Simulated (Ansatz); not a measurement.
Elastic constant C44 (GPa) of 32 elemental metals, computed with PBE (PAW; Ansatz, a first-principles code) and with r²SCAN (PAW; Ansatz). The set holds measured phases with no doubt noted on the run or the magnetic state but for the caveats below. 5 more of the class have both values but aren't in it, for one of these reasons: built or high-temperature cells, doubts on the run or the magnetic state, unlike cells, values of zero, layered or molecular crystals. Solids without a value at one level (not run, failed, or a magnetic order lost), or held back for tests, aren't counted.

Every twentieth of the way through the set, in order of the shift (worked out from unrounded values):

| solid | PBE | r²SCAN | shift (%) |
|---|---|---|---|
| body-centred tetragonal In | 5.70 | 3.92 | -31 |
| double-hcp La | 14.8 | 12.3 | -17.4 |
| bcc Cs | 1.37 | 1.23 | -10.5 |
| bcc Ba | 10.4 | 9.36 | -10.3 |
| hcp Y | 25.4 | 23.3 | -8.2 |
| fcc Pt | 61.7 | 58.7 | -4.8 |
| bcc K | 2.77 | 2.68 | -3.5 |
| fcc Pd | 60.7 | 60.1 | -0.9 |
| hcp Tl | 7.22 | 7.18 | -0.5 |
| fcc Pb | 16.6 | 17.1 | +2.5 |
| bcc Na | 6.30 | 6.49 | +2.9 |
| fcc Au | 30.3 | 31.7 | +4.8 |
| hcp Ru | 188 | 200 | +6.6 |
| fcc Rh | 185 | 197 | +6.8 |
| fcc Ir | 256 | 277 | +8.3 |
| fcc Ag | 42.2 | 45.7 | +8.3 |
| hcp Ti | 44.3 | 51.7 | +16.6 |
| fcc Ca | 14.6 | 17.4 | +19.0 |
| hcp Zr | 26.6 | 34.4 | +30 |
| hcp Zn | 32.1 | 43.6 | +36 |
| hcp Cd | 8.52 | 16.6 | +95 |

The shift from PBE to r²SCAN has a median of +2.8 %, and eight in ten lie between -10.4 % and +29 %; r²SCAN is the larger in 19 of 32. Each level is at its own cell, so the shift holds the change of volume too.

Ansatz's runs of these crystals have no spin polarisation. Meta-GGA and hybrid levels favour moments, which can bear on fcc Pd, hcp Sc, fcc Pt, hcp Ti, hcp Y, fcc Rh.

Spin–orbit coupling is left out, also for the solids with elements from indium on (body-centred tetragonal In, fcc Pt, hcp Os, bcc Ba, double-hcp La, hcp Tl, fcc Ir, hcp Re, bcc Cs, fcc Pb and 1 more); its size isn't shown.

Each level is taken at its own relaxed cell. Ansatz's density-functional and Hartree–Fock values are scalar-relativistic unless marked +SOC, with PAW data made under PBE.
